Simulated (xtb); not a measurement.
xtb input:

```bash
xtb mol.xyz --gfn 2 --sp --chrg 0 --uhf 0
```
mol.xyz:
```
4

N     -0.00105897     0.01327707     0.48254113
F      0.00032817     1.23270648    -0.15911563
F      1.07118647    -0.62149834    -0.10574733
F     -1.07069100    -0.62153474    -0.11044681
```

### Question
What final total energy does it print?

### Answer
-16.95189 Eh (GFN2-xTB).
